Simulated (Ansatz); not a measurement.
**MgO: pressure series**

The reference is MgO in the rock salt structure (space group Fm-3m, No. 225; a = 4.214 Å).

Cell and atoms are relaxed at each pressure.

Method: Ansatz (a program for electronic structure), PBEsol, PAW, cutoff 420 eV, no spin-orbit coupling.

```
pressure (GPa)  volume per atom (Å³/atom)
--------------  -------------------------
-2                                  9.477
0                                   9.355
0.9                                 9.302
2.1                                 9.234
4.5                                 9.105
9                                   8.886
15                                      ?
22.5                                8.354
30                                  8.116
```

Task: Fit the third-order Birch–Murnaghan form P(V) = (3B₀/2)[(V₀/V)^(7/3) − (V₀/V)^(5/3)]·[1 + (3/4)(B₀′ − 4)((V₀/V)^(2/3) − 1)] (squares taken in P) to the rows shown and predict the withheld row.

Result: Least squares on the printed values gives V₀ = 9.355 Å³/atom, B₀ = 157 GPa, B₀′ = 4.1; this predicts 8.630 Å³/atom, and the run gives 8.630 Å³/atom, in agreement.

Measured bulk modulus of MgO: 169.8 GPa (static lattice; corrected from measurement; as listed in Daniel Mejia-Rodriguez, S. B. Trickey, Phys. Rev. B (2018)); the computed value is 7 % below it.

Load acts through the strain it causes; cell and atoms are relaxed under it. No phonon test of stability was made. No other phases were tried under pressure.
